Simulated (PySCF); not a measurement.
C2H2, SMILES C#C. Coordinates come from a PBE0-D3(BJ)/def2-TZVPD optimisation.

Computed equilibrium geometry at PBE0-D3(BJ)/def2-TZVPD (PySCF confirms it by a frequency run) as Cartesian coordinates in Å, and its point group:
point group D∞h.
```xyz
4

C      0.0000     0.0000     0.5986
C      0.0000     0.0000    -0.5986
H      0.0000     0.0000     1.6635
H      0.0000     0.0000    -1.6635
```
